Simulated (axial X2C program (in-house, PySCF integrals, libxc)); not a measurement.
# How long does LiCl take?

A bond scan computed with an in-house all-electron X2C program for linear molecules (integrals from PySCF). Basis: Cl dyall-av3z [9s8p3d2f], Li dyall-cv3z [7s8p2d] (cores contracted in-house).

Input:
```json
{"zs": [17, 3], "q": 0, "bas": ["dyall-av3z", "dyall-cv3z"], "levels": ["PBE0", "HF", "TPSS"], "cc": true, "r0": 2.32, "thr": -2.0, "nmax": 90, "npts": 10, "nst": 2, "ntry": 6}
```
```bash
python so2c.py task.json out
```

Keys: zs atomic numbers; q charge; bas basis sets; levels methods; cc coupled cluster on or off; r0 starting distance in Å; thr threshold in hartree for freezing inner shells (an s shell follows its p shell); nmax most natural virtual spinors; npts points on the curve; nst determinants followed; ntry starts of the search. HF also brings MP2.

Hardware: 1 thread of AMD EPYC 7B13 (Zen 3) (shared host).

Wall time of one point of each curve, integrals apart:

```csv
Hamiltonian,level,points,seconds a point
2c,PBE0,10,0.21
2c,HF,10,0.084
2c,"CCSD(T) (8 electrons, 84 virtuals)",7,1.7
2c,TPSS,10,0.37
```

The rest:

Search with its distance optimisation 9.3 s, atoms 4.9 s, whole task 50 s. Coupled cluster runs on the points near the minimum only. The program drops outer points, and coupled cluster, when its time limit (not in the input) nears; MP2, further determinants and curves that did not converge are not in the table.
